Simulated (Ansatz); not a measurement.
**H3Si–BH2⁺, doublet: reading a ladder of total energies**

Geometry: that of the H3Si–BH2, triplet, kept fixed.

```yaml
atoms:
  - { symbol: Si, position_ang: [-0.0183, 0.0000, 0.5801] }
  - { symbol: B, position_ang: [0.1280, 0.0000, -1.5103] }
  - { symbol: H, position_ang: [0.6619, -1.2307, 1.0551] }
  - { symbol: H, position_ang: [0.6619, 1.2307, 1.0551] }
  - { symbol: H, position_ang: [-1.4460, 0.0000, 0.9891] }
  - { symbol: H, position_ang: [-0.3709, -1.0966, -1.5314] }
  - { symbol: H, position_ang: [-0.3709, 1.0966, -1.5314] }
```

Basis cc-pVDZ; Ansatz 0.2.0. Only valence electrons are correlated (noble-gas cores frozen), which leaves 11 electrons in 51 orbitals. R marks a restricted (for open shells ROHF) determinant, U an unrestricted one.

Full CI isn't at hand for all of this; UCCSDT(Q) serves as the reference, and is uncertain by the last step of the cluster series or more.

UCCSD has a T1 diagnostic of 0.018 and a largest doubles amplitude of 0.04.

Runs differ by some tens of microhartree through their thresholds and, for an open shell, their frozen cores, so steps under 0.03 kcal/mol mean nothing.

| level | total energy (hartree) |
| --- | --- |
| UHF | -316.101867 |
| UMP2 | -316.266893 |
| UCCSD | -316.312271 |
| UCCSD(T) | -316.316821 |
| UCCSDT | -316.318022 |
| UCCSDT(Q) | -316.318170 |

What is the correlation energy at UCCSDT(Q), and what share of it do UMP2 and UCCSDT recover?

E(corr) = -316.318170 − (-316.101867) = -0.216303 hartree = -5.886 eV. UMP2: -0.165026 / -0.216303 = 76.29 %. UCCSDT: -0.216155 / -0.216303 = 99.93 %.

By how many kcal/mol does UCCSD(T) miss UCCSDT(Q) (1 hartree = 627.509 kcal/mol), and which steps make up the rest?

-316.316821 − (-316.318170) = 0.001349 hartree = 0.85 kcal/mol. Steps: UCCSDT − UCCSD(T) = -0.75, UCCSDT(Q) − UCCSDT = -0.09 kcal/mol. Differences between like states or geometries often cancel part of this.
